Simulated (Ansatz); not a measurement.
# Reading a saddle point

A first-order saddle point of Si$_{2}$NH$_{9}$, singlet, PBE0-D4/def2-TZVP, with one imaginary mode of 1232i cm⁻¹:

```json
{"atom": "Si1", "x (Å)": "-0.6896", "y (Å)": "-0.1763", "z (Å)": "-0.4516"}
{"atom": "H2", "x (Å)": "1.2081", "y (Å)": "-0.1528", "z (Å)": "-0.9462"}
{"atom": "H3", "x (Å)": "-0.9022", "y (Å)": "-0.8604", "z (Å)": "-1.7486"}
{"atom": "H4", "x (Å)": "-2.0930", "y (Å)": "0.1878", "z (Å)": "-0.0103"}
{"atom": "Si5", "x (Å)": "0.3922", "y (Å)": "-1.2999", "z (Å)": "1.2593"}
{"atom": "H6", "x (Å)": "0.8725", "y (Å)": "1.0018", "z (Å)": "-0.9241"}
{"atom": "N7", "x (Å)": "-0.1205", "y (Å)": "1.5923", "z (Å)": "-0.7062"}
{"atom": "H8", "x (Å)": "1.2855", "y (Å)": "-0.3024", "z (Å)": "1.9150"}
{"atom": "H9", "x (Å)": "-0.4940", "y (Å)": "-1.8642", "z (Å)": "2.3225"}
{"atom": "H10", "x (Å)": "1.2110", "y (Å)": "-2.3959", "z (Å)": "0.6840"}
{"atom": "H11", "x (Å)": "-0.1448", "y (Å)": "2.1969", "z (Å)": "0.1087"}
{"atom": "H12", "x (Å)": "-0.5254", "y (Å)": "2.0730", "z (Å)": "-1.5026"}
```

Program: Ansatz 0.2.0. Basis: def2-TZVPP and def2-QZVPP. Cores are frozen in the correlated methods. Extrapolation: Hartree–Fock as exp(−7.88 √X), correlation as X^−2.97.

Which contacts change along the imaginary mode, and what lies on either side? (Judge from chemistry; the calculation decides.)

The calculation gives: The step is Si₂H₆ ([SiH3][SiH3]) + NH₃ → Si₂NH₇ ([NH2][SiH2][SiH3]) + H₂, with the molecules in contact on both sides. Shortening one way: Si1–N7, H2–H6; lengthening the same way: Si1–H2, H6–N7.
```
  pair  one side (Å)  saddle (Å)  other side (Å)
Si1–N7          3.13        1.88            1.73
 H2–H6          3.25        1.20            0.75
Si1–H2          1.48        1.96            4.28
 H6–N7          1.01        1.18            2.72
```

Which side is lower, and how far does the saddle lie above each? (An estimate is asked for; the value comes from the calculation.)

By the calculation: The side with Si1–N7, H2–H6 short is lower by 11.9 kJ/mol; the saddle lies 196.6 kJ/mol above it and 184.7 kJ/mol above the other (CCSD(T) at an estimated basis limit (MP2 extrapolated from triple and quadruple zeta, plus CCSD(T) − MP2 in triple zeta); electronic energies).

No T1 diagnostic of these runs exceeds 0.013.

Labels in which every atom is bracketed show which atoms are joined, not bond orders.

For scale, one of the runs: CCSD(T)/def2-TZVPP, 241 basis functions (an equivalent command: `ansatz run in.yaml --threads 4`). The run took 110 s on 4 CPU threads (shared host), with 4.3 GiB of host memory at its peak.
